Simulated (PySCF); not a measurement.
Compound: hydrazinium(1+), N2H5 (charge +1).
SMILES: `N[NH3+]`

Method: MP2 and CCSD/aug-cc-pVDZ in PySCF, restricted Hartree–Fock reference, 2 core orbitals frozen, non-relativistic, gas phase, PBE0-D3(BJ)/def2-SVP geometry.

E(HF) = -111.54775 Eh.

**Question.** How large is the problem?

**Answer.** 91 basis functions and 18 electrons; 2 orbitals frozen, which leaves o = 7 correlated occupied and v = 82 virtual orbitals. That is o·v = 574 singles and o·v(o·v + 1)/2 = 165025 distinct closed-shell doubles amplitudes before symmetry; the costliest CCSD step grows as o²v⁴ = 2.2 × 10^9.

**Question.** What are the MP2 and CCSD correlation energies?

**Answer.** MP2 -0.3638 Eh and CCSD -0.3902 Eh, which gives totals of -111.91151 and -111.93800 Eh. That is 0.759 eV for each correlated electron at CCSD (1025 kJ/mol in all, 0.349 % of the total energy); MP2 gives 93.2 % of the CCSD value.

**Question.** What is the T1 diagnostic?

**Answer.** 0.0082, below the customary warning level of 0.02. It is the norm of the spatial-orbital singles amplitudes over the root of the number of correlated electrons, so the norm is 0.031.

Connected triples and the basis-set limit are missing.

The job also held the EOM ionisation and excitation roots. Hardware: Arm Neoverse V1, one thread, shared host. Cost: 1.8 min wall, 0.75 GiB resident at most.
